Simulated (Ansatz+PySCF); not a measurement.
The numbers below are computed, except where a source is named.
Input for Ansatz (development build ahead of 0.2.0):

```yaml
crystal:
  periodic: [false, false, false]
  atoms:
    - { symbol: C, position_ang: [-0.00437, 0.43582, -0.00879] }
    - { symbol: C, position_ang: [1.19307, -0.13549, -0.00258] }
    - { symbol: F, position_ang: [-1.15188, -0.26917, -0.00273] }
    - { symbol: H, position_ang: [-0.19392, 1.50496, 0.00659] }
    - { symbol: H, position_ang: [1.29158, -1.22025, 0.00966] }
    - { symbol: H, position_ang: [2.08391, 0.46726, 0.00995] }
basis:
  gaussian: { orbitals: cc-pVTZ }
total_charge: 1
magnetization:
  initial_magnetization: 1
hamiltonian:
  xc: hf
correlation:
  method: mp2
  frozen_orbitals: { C: 1, F: 1, H: 0 }
scf:
  omitted_lower_state_checks: [stability, starts, atomic_configurations, cluster_reference, orbital_swaps, given_window_search, neighbouring_geometries, increment]
```

The input is written out in the form of the current development build from the run's settings. Correlation on restricted open-shell orbitals is semicanonical, with singles.

Results

```json
{"Converged": "yes", "Reference energy": "-176.61419 hartree", "Correlation energy": "-0.52612 hartree", "Total energy": "-177.14031 hartree", "Spin squared of the determinant": "0.750"}
```
